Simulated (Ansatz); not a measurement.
System: CH5Si, net charge 0, doublet state. It need not be the lowest isomer of its formula. 
Geometry from a B3LYP-D3(BJ)/def2-TZVP (Ansatz, a program for electronic structure) optimisation:
```xyz
7

C     -0.0008     0.0642    -1.2011
Si     0.0002     0.0478     0.6809
H      0.0023    -0.9574    -1.5919
H     -0.8865     0.5712    -1.5864
H      0.8811     0.5770    -1.5873
H     -1.2107    -0.6263     1.2208
H      1.2161    -0.6184     1.2195
```
Charge 0, spin multiplicity 2.

Parts of the frozen-core correlation energy in def2-TZVPP (Ansatz, hartree). Frozen orbitals: 6; correlated occupied orbitals by spin: 7 and 6; virtual: 130 and 131. Open shells are spin-unrestricted. Spin-orbit coupling is left out. No relativistic terms.

| term | value |
|---|---|
| reference (HF) | -329.69898 |
| MP2 opposite-spin | -0.23705 |
| MP2 same-spin | ___ |
| CCSD correlation | ___ |
| (T) | ___ |
| T1 diagnostic | 0.012 |
| largest doubles amplitude | 0.029 |
| <S^2> of the reference | 0.754 |

### Question
What belongs in the gaps?

### Answer

- MP2 same-spin, value: -0.05439
- CCSD correlation, value: -0.32704
- (T), value: -0.01108
